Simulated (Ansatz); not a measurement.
A nudged elastic band was laid between two geometries of CH3SSi (6 atoms, charge 0, multiplicity 2).

Theory: UKS B3LYP-D4/def2-SVP in Ansatz 0.2.0.

- movable images: 9
- climbing image: yes
- spring: 5.0 eV/Å²
- optimiser: quadratic models (default)
- start path: through a guess of the saddle point
- force threshold: 0.05 eV/Å
- iteration limit: 47
- end points: relaxed

Image 0:

```xyz
6
Properties=species:S:1:pos:R:3
Si -0.829 0.375 -0.782
C 0.185 -0.377 0.340
S 1.026 -0.452 1.786
H -1.542 -0.418 -1.810
H -1.055 1.843 -0.889
H 2.214 -0.971 1.354
```

Image 10:

```xyz
6
Properties=species:S:1:pos:R:3
Si -0.812 0.381 -0.798
C 0.426 -0.303 0.124
S 1.782 -0.248 1.106
H -1.521 -0.417 -1.825
H -1.322 1.772 -0.652
H 1.447 -1.185 2.044
```

**Question.** What changes between the two ends?

**Answer.** No bond is made or broken.  The two ends are copies of one structure, up to a mirror image or an exchange of like atoms.

**Question.** Give the energies along the band, and the barrier.

**Answer.** The run converged. The highest image is number 4 of 0 to 10, 6.0 kcal/mol above the ends, which have the same energy within 2 meV. A vibrational analysis at the climbing image gives one clearly imaginary mode, 598i cm⁻¹: a first-order saddle point.

```
image  path coordinate (Å)  energy (kcal/mol)
    0                 0.00                0.0
    1                 0.29                0.2
    2                 0.59                1.2
    3                 0.88                4.0
    4                 1.17                6.0
    5                 1.37                5.0
    6                 1.57                2.8
    7                 1.77                1.2
    8                 1.97                0.4
    9                 2.16                0.1
   10                 2.36                0.0
```

**Question.** What is the geometry of the highest image?

**Answer.** 
```xyz
6
Properties=species:S:1:pos:R:3
Si -0.948 0.379 -0.701
C 0.352 -0.014 0.334
S 1.442 -0.160 1.617
H -1.265 -0.531 -1.827
H -1.384 1.789 -0.856
H 1.802 -1.462 1.433
```

**Question.** What are the harmonic wavenumbers there?

**Answer.** 598i, 110, 135, 337, 525, 601, 877, 929, 1252, 2247, 2267, 2549 cm⁻¹.

Run time: 8.5 min on 1 thread of Arm Neoverse V1, with other jobs on the host, peak memory 0.16 GiB.
